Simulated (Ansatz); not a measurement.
Bond stretch in H₂S, SMILES S, singlet. The S1–H3 bond (S1 also carries H; H3 carries nothing else) is varied alone, starting from the PBE0/def2-TZVP optimised geometry.

Level of theory: full CI/cc-pVDZ, frozen core run with Ansatz (a program for electronic structure).

Relative to R = 1.34 Å, what are the energies at R = 1.14, 1.20, 1.43, 2.41 Å?

33.1 mEh at 1.14 Å, 15.2 mEh at 1.20 Å, 2.5 mEh at 1.43 Å, 113.8 mEh at 2.41 Å.
